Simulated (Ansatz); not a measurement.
Solid chlorine

The numbers are results of PBEsol in Ansatz (PAW), not measurements.

Cell: relaxed at this level.

```yaml
lattice_energy: 19 kJ/mol
volume_per_molecule: 53.90 Å³
```

Note: the cell comes from a level without a dispersion term, which matters for the spacing of layers, chains or molecules.

Ansatz is an electronic-structure program.
